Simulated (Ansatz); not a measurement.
Solid CO2 (dry ice), treated with r²SCAN0 (plane waves, PAW; Ansatz, a quantum-chemistry and plane-wave program).

Run with plane-wave cutoff 520 eV, 4×4×4 k mesh, Fermi–Dirac smearing 0.01 eV, scalar-relativistic PAW data made under PBE.

Cell (measured lattice):

```cif
data_C4O8
_chemical_formula_sum 'C4 O8'
_space_group_name_H-M_alt 'P 1'
_space_group_IT_number 1
_cell_length_a 5.56000
_cell_length_b 5.56000
_cell_length_c 5.56000
_cell_angle_alpha 90.000
_cell_angle_beta 90.000
_cell_angle_gamma 90.000
loop_
_space_group_symop_operation_xyz
  'x, y, z'
loop_
_atom_site_label
_atom_site_type_symbol
_atom_site_fract_x
_atom_site_fract_y
_atom_site_fract_z
_atom_site_occupancy
C1 C 0.00000 0.50000 0.50000 1
C2 C 0.50000 0.00000 0.50000 1
C3 C 0.00000 0.00000 0.00000 1
C4 C 0.50000 0.50000 0.00000 1
O1 O 0.88002 0.61998 0.38002 1
O2 O 0.38002 0.88002 0.61998 1
O3 O 0.88002 0.88002 0.88002 1
O4 O 0.11998 0.11998 0.11998 1
O5 O 0.61998 0.38002 0.88002 1
O6 O 0.61998 0.11998 0.38002 1
O7 O 0.38002 0.61998 0.11998 1
O8 O 0.11998 0.38002 0.61998 1
```

Task: What does this level give for the band gap?

Result: 
* **band gap**: 9.84 eV (on the SCF k mesh) (direct)

Note: cell and atoms aren't relaxed at this level (largest force component 0.38 eV/Å, pressure -1.8 GPa).

The computed numbers hold no vibrational or temperature effects.

It cost very roughly 4 core-minutes of CPU time.
